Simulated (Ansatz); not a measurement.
# SiClF+ (doublet): wave-function methods side by side, def2-QZVPP

An exercise on one series of results from a longer session: the logs are not shown, and one member is left open.

Method: def2-QZVPP, core rule «outside noble gas», up to 11 orbitals frozen; program: Ansatz 0.2.0, Gaussian basis.

Plan: UHF; ROHF; CCSD(T) on UHF.

4 further runs of the same task are left out: 4 set aside as unsound or not needed.

## The geometry

The geometry is a PBE0/def2-TZVP stationary point (not a proven minimum) of the parent state, kept for this charge and spin.

3 atoms, charge 1, spin multiplicity 2.

Atoms are counted from 1 here; the program's logs count them from 0.

Bond lengths: Cl1–Si2 2.041 Å, Si2–F3 1.602 Å. Angles: Cl1–Si2–F3 116.3°.

The first run:

The input, in.yaml:

```yaml
crystal:
  periodic: [false, false, false]
  atoms:
    - {symbol: Cl, position_ang: [0.000000, -0.165216, 1.357873]}
    - {symbol: Si, position_ang: [0.000000, 0.563381, -0.548185]}
    - {symbol: F, position_ang: [0.000000, -0.524541, -1.723546]}
basis:
  gaussian: {orbitals: "def2-QZVPP.json"}
total_charge: 1
magnetization: {spin_polarized: true, initial_magnetization: 1}
hamiltonian: {xc: hf}
output: {orbitals: {seedname: orbitals}}
```

The run is started by

```console
> ansatz run in.yaml --threads 1 --pin off --events-out ev --progress --plain --max-ram 2393MiB
```

Among the steps run: UHF; ROHF; CCSD(T) on UHF.

One table of the session follows, with a row left open; its other results are not shown here.

```
  method  from UCCSD(T) (meV)
    ROHF                    ?
     UHF             +16223.3
    UMP2              +1090.5
   UCCSD               +682.9
UCCSD(T)                    0
```

Estimate the missing values for ROHF.

The run gave: from UCCSD(T) (meV): +16299.8. In the column «from UCCSD(T) (meV)» it is the highest.
